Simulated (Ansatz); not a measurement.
Geometry optimisation, RKS PBE-D4/def2-SVP in Ansatz 0.2.0.

input.yaml

```yaml
crystal:
  periodic: [false, false, false]
  atoms:
    - { symbol: Si, position_ang: [0.253646, 0.003601, 0.014809] }
    - { symbol: Si, position_ang: [0.959371, -0.02007, 2.144274] }
    - { symbol: H, position_ang: [-0.030716, -0.3219, 3.239307] }
    - { symbol: H, position_ang: [2.060872, -1.044915, 2.217656] }
    - { symbol: H, position_ang: [1.568041, 1.328936, 2.425514] }
    - { symbol: H, position_ang: [1.644306, 0.126081, -0.444565] }
    - { symbol: H, position_ang: [-0.558971, 1.19189, -0.412418] }
    - { symbol: H, position_ang: [-0.37435, -1.263623, -0.490679] }
basis:
  gaussian: { orbitals: def2-SVP }
hamiltonian:
  xc: pbe
  dispersion: d4
relax:
  f_tol: 0.03
  max_steps: 50
output:
  orbitals: {}
```

Launched with:

```bash
$ ansatz run input.yaml --threads 1 --pin off --max-ram 2048MiB --backend cpu --events-out ev --progress --plain --runs-dir out
```

Q: Where does it end, and by what steps?

A: The run converged. After 3 steps the energy has fallen by 0.232 eV; H6 moved furthest, 0.49 Å.

```tsv
step	energy less start (eV)	largest force component (eV/Å)	accepted
0	0.0000	1.444	yes
1	-0.1561	0.280	yes
2	-0.2206	0.095	yes
3	-0.2315	0.016	yes
```

```xyz
8
Properties=species:S:1:pos:R:3
Si 0.353 0.013 -0.040
Si 1.019 -0.014 2.216
H -0.155 -0.281 3.120
H 2.049 -1.090 2.434
H 1.622 1.314 2.589
H 1.561 0.185 -0.921
H -0.597 1.152 -0.297
H -0.330 -1.278 -0.406
```

The run took 11 s on 1 thread of Arm Neoverse N1 (shared host), peak memory 0.11 GiB.
